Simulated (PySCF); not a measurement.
## C4H5F: full NMR table

- Formula: C4H5F
- SMILES: C#CCCF
- InChI: InChI=1S/C4H5F/c1-2-3-4-5/h1H,3-4H2
- Degrees of unsaturation: 2
- Carbon signals: 4
- Proton signals: 3

Bonds (- single, = double, # triple, : aromatic): C1#C2 1.211 Å, C2-C3 1.455 Å, C3-C4 1.521 Å, C4-F5 1.369 Å. C1 carries H6; C3 carries H7, H8; C4 carries H9, H10.

One computed conformer, averaged over atoms made equivalent by symmetry, fast rotation or ring inversion, non-relativistic, no solvent. GIAO B97-2/pcSseg-2 shieldings; B3LYP/pcJ-1 coupling constants (spin–dipole term only in couplings to heteroatoms); coordinates at the PBE0-D3(BJ)/def2-SVP level; PySCF 2.14.

Chemical shifts δ = σref − σ; 1H (σref 31.36), 13C (σref 183.46) against TMS; 19F (σref 177.41) vs CFCl3, all at this level.

| carbon | δC, type | δH (multiplicity, J in Hz) | HMBC from (abs. J ≥ 3 Hz) | span of the C tensor (ppm) |
| --- | --- | --- | --- | --- |
| C1 | 74.3, CH | 1.67 (t, 4.2) | H7/H8 | 222 |
| C2 | 80.8, C | – | H7/H8, H6 | 289 |
| C3 | 23.7, CH2 | 2.59 (tdd, 8.7, 6.4, 4.2) | H6 | 39 |
| C4 | 84.3, CH2 | 4.33 (dt, 53.3, 8.7) | H7/H8 | 97 |

Other nuclei:
```
atoms  nucleus                environment  δ (ppm)  σ (ppm)
   F5      19F  fluorine on an sp3 carbon   -230.2    407.6
```

Selected couplings (Hz, signed; the shortest-range and largest first, 30 at most; isotopes 13C, 1H, 19F): 1J(C1,H6) 273.3, 1J(C4,F5) -241.8, 1J(C1,C2) 199.1, 1J(C4,H9) 158.1, 1J(C3,H7) 138.8, 1J(C2,C3) 74.5, 1J(C3,C4) 39.9, 2J(F5,H9) 53.3, 2J(C3,F5) 26.9, 2J(C1,C3) 11.5, 3J(C2,F5) 21.7, 3J(H7,H9) 8.7, 3J(F5,H7) 6.4, 3J(C1,C4) 3.5, 4J(H6,H7) -4.2, 4J(C1,F5) 2.4.

Carbon types of the structure: 1 × C, 1 × CH, 2 × CH2, which accounts for all hydrogens. δC 84.3: sp3 CH2 bonded to F; the inductive effect lowers its shielding. δC 80.8: alkyne carbon; the triple bond shields along its axis, which puts it between sp3 and sp2 carbons. δC 74.3: terminal alkyne carbon; sp carbons lie upfield of alkene carbons because the cylindrical π system leaves one tensor component strongly shielded. δC 23.7: propargylic sp3 CH2; a saturated carbon with 2 carbon neighbours and no heteroatom attached. δH 4.33: hydrogen on an sp3 CH2 bonded to F; its carbon carries F, which withdraws density. The protons at 2.59 and 4.33 share a coupling of 8.7 Hz (vicinal).

C–F couplings over four or more bonds (about 3 Hz to the para carbon of a fluoroarene) are left out. Common functionals overestimate the size of one-bond C–F couplings by tens of Hz; these are unscaled. Multiplet labels drop couplings under 1 Hz and merge nearly equal ones. Unscaled 3J(H,H) at this level run about 10 % above measured values. Shifts are as computed. Against solution values, carbons near 30 ppm lie about +4 ppm off and those near 130 ppm about +7 ppm. Of 1211 compounds with measured shifts, 218 miss one by over three times the rms of a fit or turn the order of signals round; such compounds aren't used in these exercises. Unscaled 19F shifts against computed CFCl3 carry errors that often reach 10 to 50 ppm. Across freely rotating sp3–sp3 bonds, 3J(H,H) is taken as (2 J gauche + J anti)/3 from the one conformer, which assumes equal rotamer populations. Vicinal couplings across rotatable single bonds and in flexible rings belong to the one computed conformer; a conformer average would change them.
